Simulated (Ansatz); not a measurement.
# H2O2 (hydrogen peroxide): levels of theory compared

Aim: a comparison of 6 runs (HF/STO-3G, HF/3-21G, B3LYP/6-31G*, PBE-QIDH/def2-TZVPP, MP2/def2-TZVPP, BCCD(T)/def2-TZVPP) of H2O2 (hydrogen peroxide). 

The calculation is run with Ansatz 0.2.0.

38 further runs of the same task are left out: 38 set aside as unsound or not needed.

## Step 1: The system as given

The species is H2O2 (4 atoms), meant as a singlet with charge 0. SMILES: `OO`. The O1–H3 distance was set to 1.737 Å, away from the relaxed value. At this shape a bond of the SMILES string is far longer than usual.

Bond lengths: O1–O2 1.426 Å, O2–H4 0.965 Å. Angles: O1–O2–H4 101.1°.

## Step 2: The energy at HF/STO-3G (run 1)

File in.yaml:

```yaml
crystal:
  periodic: [false, false, false]
  atoms:
    - {symbol: O, position_ang: [-1.025388, -0.152357, -0.318858]}
    - {symbol: O, position_ang: [-0.490288, 1.157143, -0.142558]}
    - {symbol: H, position_ang: [0.186400, -1.117000, 0.467400]}
    - {symbol: H, position_ang: [-0.286488, 1.398543, -1.054358]}
basis:
  gaussian: {orbitals: STO-3G}
hamiltonian: {xc: hf}
output: {orbitals: {seedname: orbitals}}
accuracy: high
```

Launch:

```
$ ansatz run in.yaml --threads 1 --pin off --max-ram 3480MiB --events-out events.jsonl --progress --plain --runs-dir runs
```

Log:

```text
Warning: RAYON_NUM_THREADS=1 ignored (pool sized by the plan → 1); use --threads N
Functional definition: HF
  name "HF"
  exchange = exact_x
  correlation = 0
188 factors; integrals over basis functions are off by at most 3.5e-8 eV
mean field evaluation 1: about -4041.3582 eV, gradient 1.5e1 eV
mean field evaluation 2: about -4041.4668 eV, gradient 1.5e1 eV
mean field evaluation 4: about -4042.6847 eV, gradient 1.6e0 eV
mean field evaluation 8: about -4042.7006 eV, gradient 4.5e-2 eV
mean field -4042.70061800 eV, -148.5665074706 hartree, gradient 2.6e-8 eV, S^2 0.000000; 0 other end points of the search recorded, 0 dependent functions left out
reference -4042.70061800 eV, -148.5665074706 hartree; 9, 9 occupied and 3, 3 virtual orbitals, 188 factors
Total energy: -4042.70061800 eV, -148.5665074706 hartree
```

Wall time 0.04 s (1 thread of Arm Neoverse V2, shared host).

## Step 3: A single-point energy at HF/3-21G (run 2)

File run.yaml:

```yaml
basis:
  gaussian: {orbitals: 3-21G.json}
crystal:
  periodic: [false, false, false]
  atoms:
    - {symbol: O, position_ang: [-1.025388, -0.152357, -0.318858]}
    - {symbol: O, position_ang: [-0.490288, 1.157143, -0.142558]}
    - {symbol: H, position_ang: [0.186400, -1.117000, 0.467400]}
    - {symbol: H, position_ang: [-0.286488, 1.398543, -1.054358]}
hamiltonian: {xc: hf}
accuracy: high
output: {orbitals: {seedname: orbitals}}
```

The basis set 3-21G is read from a file made from the Basis Set Exchange's data (not shown).

Launch:

```
$ ansatz run run.yaml --threads 1 --pin off --max-ram 3480MiB --events-out events.jsonl --progress --plain --runs-dir runs
```

Log:

```text
Warning: RAYON_NUM_THREADS=1 ignored (pool sized by the plan → 1); use --threads N
Functional definition: HF
  name "HF"
  exchange = exact_x
  correlation = 0
369 factors; integrals over basis functions are off by at most 5.0e-9 eV
mean field evaluation 1: about -4074.3795 eV, gradient 2.1e1 eV
mean field evaluation 2: about -4074.3805 eV, gradient 2.1e1 eV
mean field evaluation 4: about -4075.9197 eV, gradient 3.0e0 eV
mean field evaluation 8: about -4075.9589 eV, gradient 4.6e-1 eV
mean field evaluation 16: about -4075.9602 eV, gradient 8.2e-9 eV
mean field -4075.96017052 eV, -149.7887734814 hartree, gradient 8.7e-9 eV, S^2 0.000000; 0 other end points of the search recorded, 0 dependent functions left out
reference -4075.96017052 eV, -149.7887734814 hartree; 9, 9 occupied and 13, 13 virtual orbitals, 369 factors
Total energy: -4075.96017052 eV, -149.7887734814 hartree
```

It took 0.08 s on 1 thread of Arm Neoverse V2, shared host.

Runs 3 to 5 aren't shown in full; the table further down has their settings and results.

## Step 4: The energy at BCCD(T)/def2-TZVPP (run 6)

File in.yaml:

```yaml
crystal:
  periodic: [false, false, false]
  atoms:
    - symbol: O
      position_ang: [-1.025388, -0.152357, -0.318858]
    - symbol: O
      position_ang: [-0.490288, 1.157143, -0.142558]
    - symbol: H
      position_ang: [0.186400, -1.117000, 0.467400]
    - symbol: H
      position_ang: [-0.286488, 1.398543, -1.054358]
basis:
  gaussian:
    orbitals: def2-TZVPP
correlation:
  method: bccd_t
  frozen_orbitals: {H: 0, O: 1}
accuracy: high
scf:
  omitted_lower_state_checks: [cluster_reference, increment]
```

Launch:

```
$ ansatz run in.yaml --threads 1 --pin off --max-ram 3480MiB --events-out events.jsonl --progress --plain --runs-dir runs
```

Log, cut to the lines that bear on the results:

```text
Warning: RAYON_NUM_THREADS=1 ignored (pool sized by the plan → 1); use --threads N
Functional definition: HF
  name "HF"
[...]
1514 factors; integrals over basis functions are off by at most 3.6e-9 eV
[...]
mean field -4099.98509445 eV, -150.6716731512 hartree, gradient 2.0e-8 eV, S^2 0.000000; 0 other end points of the search recorded, 0 dependent functions left out; unrestricted orbitals would lower it
2 core orbitals not correlated: weight in the atoms' cores, before any rotation towards them, 1.000 or more for the frozen orbitals, at most 0.000 for the correlated occupied ones
reference -4099.98509445 eV, -150.6716731512 hartree; 7, 7 occupied and 81, 81 virtual orbitals, 1514 factors
second order -14.54894059 eV of doubles, -0.00000000 eV of singles
cycle   1  -14.03710435 eV  change    5.1e-1 eV  update   1.2e-1
[...]
cycle  32  -14.78468728 eV  change   2.2e-10 eV  update   1.3e-9
perturbative correction -0.78818443 eV, -0.0289652436 hartree
Total energy: -4115.55796616 eV, -151.2439656310 hartree
Checks for a lower state left out: cluster_reference, increment
```

Run time: 16 s. Hardware: 1 thread of Arm Neoverse V2, shared host; peak memory 0.68 GiB.

## Step 5: Overview of the runs

| run | level | Cartesian functions | frozen core orbitals | energy (Eh) | HOMO energy (eV) | LUMO energy (eV) | HOMO–LUMO gap (eV) | wall time |
| --- | --- | --- | --- | --- | --- | --- | --- | --- |
| 1 | HF/STO-3G | no | – | -148.566507 | -8.26 | 4.72 | 12.98 | 0.04 s |
| 2 | HF/3-21G | no | – | -149.788773 | -11.06 | 0.92 | 11.98 | 0.08 s |
| 3 | B3LYP/6-31G* (Cartesian functions) | yes | – | -151.412456 | -7.34 | -3.45 | 3.89 | 0.92 s |
| 4 | PBE-QIDH/def2-TZVPP | no | 2 | -151.289612 | -10.30 | -1.70 | 8.60 | 3.6 s |
| 5 | MP2/def2-TZVPP | no | 2 | -151.206337 | – | – | – | 2.2 s |
| 6 | BCCD(T)/def2-TZVPP | no | 2 | -151.243966 | – | – | – | 16 s |

## Step 6: Outcome

```
                                          quantity          value
                               run 6: total energy  -151.24397 Eh
run 6: correlation energy (2 core orbitals frozen)     -572.3 mEh
                             run 6: (T) correction     -28.97 mEh
```

What this shows: Over runs 1, 2, 3, 4 the HOMO–LUMO gap runs from 3.89 eV (B3LYP/6-31G*) to 12.98 eV (HF/STO-3G). The two ends differ in method and basis. Totals of different functionals can't be ranked against each other. In runs 4, 5, 6 the log says that unrestricted orbitals would lower the reference, so the values rest on an unstable closed-shell determinant (other closed-shell runs at this shape may share the fault). In run 1 the basis is minimal, so the values are rough. In runs 1, 2, 3, 4, 5 a closed-shell determinant meets a far-stretched bond, which it describes badly. All runs together took 23 s, the longest 16 s.
